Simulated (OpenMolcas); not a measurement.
**NH2 (SMILES [NH2]): levels of theory compared**

Aim: a comparison of 6 runs (UHF/STO-3G, U-revPBE/def2-TZVPPD, UB3LYP/def2-TZVPPD, UM06-2X/def2-TZVPPD, UM06-L/def2-TZVPPD, UPBE0/def2-TZVPPD) of NH2. 

Program for the calculation: OpenMolcas 26.06.

## Step 1: The structure to begin with

The species is NH2 (3 atoms), meant as a doublet with charge 0. SMILES: `[NH2]`. The coordinates come from a PBE0-D4/def2-TZVP relaxation.

Bond lengths: N1–H2 1.027 Å, N1–H3 1.027 Å. Angles: H2–N1–H3 103.1°.

## Step 2: Energy and gradient at UHF/STO-3G (run 1)

File test.inp:

```
* H2N Hartree-Fock
&GATEWAY
BasLib=$CurrDir
Coord
3
angstrom
N        0.337090      -0.200010       0.166180
H        0.130750       0.805920       0.159430
H       -0.467840      -0.605900      -0.325600
Basis=STO-3G
Group=NoSym
&SEWARD
&SCF
UHF
Spin=2
Thresholds=1e-10 1e-07 1e-07 1e-05
PrOrbitals=1 1
&ALASKA
```

The basis set STO-3G is read from a file made from the Basis Set Exchange's data (not shown).

The run is started by

```bash
$ export MOLCAS_MEM=1860
$ pymolcas test.inp > test.log
```

The program printed:

```text
--- Start Module: gateway ---
[...]
--- Stop Module: gateway /rc=_RC_ALL_IS_WELL_ ---
[...]
      Basis functions            7
[...]
--- Start Module: scf ---
[...]
       Convergence after  11 Iterations
[...]
::    Total SCF energy                                -54.8373235199
[...]
      Total spin, S                                     0.5036503439
[...]
      Total electronic charge=    9.000000
      Total            charge=   -0.000000
[...]
      Dipole Moment (debye):
      Origin of the operator (angstrom)=    0.2735   -0.1623    0.1348
                   X= -1.4255E+00               Y=  8.4580E-01               Z= -7.0272E-01           Total=  1.8003E+00
      Quadrupole Moment (debye*angstrom):
[...]
--- Stop Module: scf /rc=_RC_ALL_IS_WELL_ ---
--- Start Module: alaska ---
[...]
 *              Molecular gradients               *
 **************************************************
  Irreducible representation: a
 ------------------------------------------------------------------------------------------
                              X                       Y                       Z
 ------------------------------------------------------------------------------------------
  N1               -3.56980358863188E-02    2.11762297071243E-02   -1.75987801347233E-02
  H2                1.02002463489676E-02   -2.86238436318491E-02    2.60216758172184E-03
  H3                2.54977895373503E-02    7.44761392472371E-03    1.49966125530011E-02
 ------------------------------------------------------------------------------------------
--- Stop Module: alaska /rc=_RC_ALL_IS_WELL_ ---
[...]
```

Run time: 2.2 s. Hardware: 1 thread of Arm Neoverse V2, shared host; peak memory 0.37 GiB.

## Step 3: Energy and gradient at U-revPBE/def2-TZVPPD (run 2)

File struct.xyz:

```xyz
3

N      0.337090    -0.200010     0.166180
H      0.130750     0.805920     0.159430
H     -0.467840    -0.605900    -0.325600
```

File test.inp:

```
&GATEWAY
 BasLib=$CurrDir
 Coord=struct.xyz
 Basis=def2-TZVPPD
 Group=NoSym

&SEWARD
 GridInput
 Grid=UltraFine
 End of Grid

&SCF
 UHF
 Spin=2
 KSDFT=revPBE
 Thresholds=1e-10 1e-07 1e-07 1e-05
 PrOrbitals=1 1

&ALASKA
```

The basis set def2-TZVPPD is read from a file made from the Basis Set Exchange's data (not shown).

The run is started by

```bash
$ export MOLCAS_MEM=1860
$ pymolcas test.inp > test.log
```

The program printed:

```text
--- Start Module: gateway ---
[...]
--- Stop Module: gateway /rc=_RC_ALL_IS_WELL_ ---
[...]
      Basis functions           71
[...]
--- Start Module: scf ---
[...]
       Convergence after  11 Iterations
[...]
::    Total KS-DFT energy                             -55.8896565205
[...]
      Total spin, S                                     0.5016123656
[...]
      Total electronic charge=    9.000000
      Total            charge=   -0.000000
[...]
      Dipole Moment (debye):
      Origin of the operator (angstrom)=    0.2735   -0.1623    0.1348
                   X= -1.3425E+00               Y=  7.9654E-01               Z= -6.6180E-01           Total=  1.6955E+00
      Quadrupole Moment (debye*angstrom):
[...]
--- Stop Module: scf /rc=_RC_ALL_IS_WELL_ ---
[...]
--- Start Module: alaska ---
[...]
 *              Molecular gradients               *
 **************************************************
  Irreducible representation: a
 ------------------------------------------------------------------------------------------
                              X                       Y                       Z
 ------------------------------------------------------------------------------------------
  N1               -8.28519075302259E-03    4.91255237535793E-03   -4.08476024482585E-03
  H2                2.11613499833324E-03   -7.23282966204986E-03    4.00687857208953E-04
  H3                6.16905575468896E-03    2.32027728668971E-03    3.68407238762014E-03
 ------------------------------------------------------------------------------------------
--- Stop Module: alaska /rc=_RC_ALL_IS_WELL_ ---
[...]
```

Wall time 15 s (1 thread of Arm Neoverse V2, shared host); peak memory 0.42 GiB.

Runs 3 to 5 aren't shown in full; the table further down has their settings and results.

## Step 4: Energy and forces at UPBE0/def2-TZVPPD (run 6)

File mol.xyz:

```xyz
3

N      0.337090    -0.200010     0.166180
H      0.130750     0.805920     0.159430
H     -0.467840    -0.605900    -0.325600
```

File calc.input:

```
* H2N Kohn-Sham DFT
>>> EXPORT MOLCAS_PRINT=2
&GATEWAY
BasLib
$CurrDir
Coord
mol.xyz
Basis
def2-TZVPPD
Group
NoSym
&SEWARD
GridInput
Grid=UltraFine
End of Grid
&SCF
UHF
Spin
2
KSDFT
PBE0
Thresholds
1e-10 1e-07 1e-07 1e-05
PrOrbitals
1 1
&ALASKA
```

The basis set def2-TZVPPD is read from a file made from the Basis Set Exchange's data (not shown).

The run is started by

```bash
$ export MOLCAS_MEM=1860
$ pymolcas calc.input > calc.log
```

The program printed:

```text
--- Start Module: gateway ---
[...]
--- Stop Module: gateway /rc=_RC_ALL_IS_WELL_ ---
[...]
      Basis functions           71
[...]
--- Start Module: scf ---
[...]
       Convergence after  11 Iterations
[...]
::    Total KS-DFT energy                             -55.8377697949
[...]
      Total spin, S                                     0.5018972199
[...]
      Total electronic charge=    9.000000
      Total            charge=   -0.000000
[...]
      Dipole Moment (debye):
      Origin of the operator (angstrom)=    0.2735   -0.1623    0.1348
                   X= -1.4044E+00               Y=  8.3329E-01               Z= -6.9233E-01           Total=  1.7737E+00
      Quadrupole Moment (debye*angstrom):
[...]
--- Stop Module: scf /rc=_RC_ALL_IS_WELL_ ---
[...]
--- Start Module: alaska ---
[...]
 *              Molecular gradients               *
 **************************************************
  Irreducible representation: a
 ------------------------------------------------------------------------------------------
                              X                       Y                       Z
 ------------------------------------------------------------------------------------------
  N1                9.56847867235933E-04   -5.71219227506914E-04    4.71328209204480E-04
  H2               -1.38427267276447E-04    1.09059187535321E-03    4.01614134277195E-05
  H3               -8.18420599963510E-04   -5.19372647837857E-04   -5.11489622631478E-04
 ------------------------------------------------------------------------------------------
--- Stop Module: alaska /rc=_RC_ALL_IS_WELL_ ---
[...]
```

Run time: 16 s. Hardware: 1 thread of Arm Neoverse V2, shared host; peak memory 0.42 GiB.

## Step 5: Overview of the runs

```csv
run,level,integration grid,task,energy (Eh),dipole moment (D),HOMO energy (eV),LUMO energy (eV),wall time
1,UHF/STO-3G,–,gradient,-54.837324,1.80,-10.16,8.74,2.2 s
2,U-revPBE/def2-TZVPPD,UltraFine,gradient,-55.889657,1.70,-7.17,-4.34,15 s
3,UB3LYP/def2-TZVPPD,UltraFine,gradient,-55.907894,1.77,-8.54,-3.41,17 s
4,UM06-2X/def2-TZVPPD,UltraFine,energy,-55.871905,1.79,-10.26,-1.82,21 s
5,UM06-L/def2-TZVPPD,UltraFine,energy,-55.894731,1.74,-7.31,-3.55,22 s
6,UPBE0/def2-TZVPPD,UltraFine,gradient,-55.837770,1.77,-8.76,-2.78,16 s
```

## Step 6: Results

```
                                 quantity         value
                      run 6: total energy  -55.83777 Eh
                     run 6: dipole moment        1.77 D
run 6: HOMO energy (highest over α and β)      -8.76 eV
 run 6: LUMO energy (lowest over α and β)      -2.78 eV
                              run 6: ⟨S²⟩         0.754
          run 6: largest force on an atom    0.062 eV/Å
```

**Reading.** The dipole moment (its size) runs from 1.70 D (U-revPBE/def2-TZVPPD) to 1.80 D (UHF/STO-3G). The two ends differ in method and basis. Totals of different functionals can't be ranked against each other. In run 1 the basis is minimal, so the values are rough. All runs together took 92 s, the longest 22 s.
